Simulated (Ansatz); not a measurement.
# SiH (quartet): wave-function methods side by side at distance Si1–H2 = 5.117 Å, cc-pVQZ

One table from this session's results is given with a row withheld; the runs are named, their logs left out.

Computed with Ansatz 0.2.0, Gaussian basis. Level: cc-pVQZ, core rule «outside noble gas», up to 5 orbitals frozen.

Plan: UHF; CCSD(T) on ROHF; CCSD(T) on UHF; BCCD(T) on ROHF; CCSDT(Q) on ROHF; CCSDT(Q) on UHF; CASSCF and MRCISD+Q, 5 electrons in 5 orbitals; CASSCF and NEVPT2, 5 electrons in 5 orbitals.

10 further runs of the same task are left out: 10 that didn't finish. Runs told in other sessions of the task aren't counted.

## The geometry

The geometry derives from a PBE0/def2-TZVP stationary point (not a proven minimum). One bond is set to the value named and the two fragments are kept rigid.

2 atoms, charge 0, spin multiplicity 4.

Atoms are counted from 1 here; the program's logs count them from 0.

No contacts short enough for the rule that draws bonds.

The first run:

in.yaml reads:

```yaml
crystal:
  periodic: [false, false, false]
  atoms:
    - {symbol: Si, position_ang: [0.000000, 0.000000, 0.000000]}
    - {symbol: H, position_ang: [0.000000, 0.000000, 5.117000]}
basis:
  gaussian: {orbitals: cc-pVQZ}
magnetization: {spin_polarized: true, initial_magnetization: 3}
hamiltonian: {xc: hf}
output: {orbitals: {seedname: orbitals}}
```

On the command line:

```sh
ansatz run in.yaml --threads 1 --pin off --events-out ev --progress --plain --max-ram 4096MiB --backend cpu
```

Steps of the session up to this table: UHF; CCSD(T) on ROHF; CCSD(T) on UHF; BCCD(T) on ROHF; CCSDT(Q) on ROHF; CCSDT(Q) on UHF; CASSCF and MRCISD+Q, 5 electrons in 5 orbitals; CASSCF and NEVPT2, 5 electrons in 5 orbitals.

One table of the session follows, with a row left open; its other results are not shown here.

| method | from UCCSDT(Q) (meV) |
| --- | --- |
| ROHF | +2294.6 |
| UHF | +2177.3 |
| RMP2 | +545.0 |
| UMP2 | +551.1 |
| RCCSD | +104.1 |
| UCCSD | +98.4 |
| RCCSD(T) | +22.1 |
| UCCSD(T) | +21.5 |
| BCCD(T) | +22.5 |
| RCCSDT | ? |
| UCCSDT | +1.9 |
| RCCSDT(Q) | +0.8 |
| UCCSDT(Q) | 0 |
| CASSCF valence | +1924.9 |
| NEVPT2 valence | +471.9 |
| MRCISD valence | +113.7 |
| MRCISD+Q valence | +7.3 |

Q: Estimate the row for RCCSDT from the others.

**Answer.** from UCCSDT(Q) (meV): +2.9. In the column «from UCCSDT(Q) (meV)» it lies between UCCSDT (+1.9) and MRCISD+Q valence (+7.3).

Caveats from the session: Restricted and unrestricted rows rest on different reference determinants; a gap between their highest levels can come from leftover correlation error, from unlike frozen cores or from another state.
